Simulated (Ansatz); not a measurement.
Ansatz (an electronic-structure program) input:

Ansatz 0.2 input:
```yaml
crystal:
  periodic: [false, false, false]
  atoms:
    - {symbol: O, position_ang: [0.67531939, 0.08570826, 1.21578690]}
    - {symbol: C, position_ang: [0.06089834, 0.12797473, 0.10750752]}
    - {symbol: C, position_ang: [-0.32763936, 1.24106744, -0.61255944]}
    - {symbol: C, position_ang: [-0.29036899, -1.24656785, -0.50134071]}
    - {symbol: H, position_ang: [-0.90767409, -1.80678104, 0.20937975]}
    - {symbol: H, position_ang: [-0.85220183, 1.15134108, -1.55652673]}
    - {symbol: H, position_ang: [-0.11097141, 2.23680331, -0.23962904]}
    - {symbol: H, position_ang: [0.63084779, -1.82189023, -0.64414044]}
    - {symbol: H, position_ang: [-0.81989546, -1.17998507, -1.45702293]}
basis:
  gaussian:
    orbitals: aug-cc-pVDZ
total_charge: -1
magnetization: {spin_polarized: false}
correlation: {method: ccsd_t, electrons: outside_noble_gas}
output: {forces: true}
```

### Question
Predict the final energy.

### Answer
-192.07748 Eh (CCSD(T)/aug-cc-pVDZ). The basis has 137 functions. The run takes about 4 core-minutes (a rough figure).

It need not be the lowest isomer of its formula. Whether it binds its extra electron was not tested at this geometry.
